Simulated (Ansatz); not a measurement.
Rutile MnO2 was calculated with HSE06 (plane waves, PAW; Ansatz, a program for electronic structure).

Run with plane-wave cutoff 460 eV, 6×6×8 k mesh (along the axes of the cell as run), Fermi–Dirac smearing 0.01 eV, spin-polarised with opposed moments, scalar-relativistic PAW data made under PBE.

Cell (relaxed at this level):

```xyz
6
Lattice="3.0890 -3.0890 0.0000 3.0890 3.0890 0.0000 0.0000 0.0000 2.8563" Properties=species:S:1:pos:R:3 pbc="T T T"
Mn     0.0000     0.0000     0.0000
Mn     3.0890     0.0000     1.4282
O      3.0890    -1.2017     0.0000
O      3.0890     1.2017     0.0000
O      4.9763     0.0000     1.4282
O      1.2017     0.0000     1.4282
```
Starting moments (μB, in the order of the record's atoms Mn Mn O O O O): 3.0 -3.0 0.0 0.0 0.0 0.0.

Task: Estimate the band gap and magnetic moment (largest site, within a sphere) that the calculation returns.

Result: 
* **band gap**: 1.81 eV (on the SCF k mesh) (direct)
* **magnetic moment (largest site, within a sphere)**: 2.53 μB

Note: the collinear magnetic order is the start's and need not be the measured one.

Moments are spin moments.

The computed numbers hold no vibrational or temperature effects.
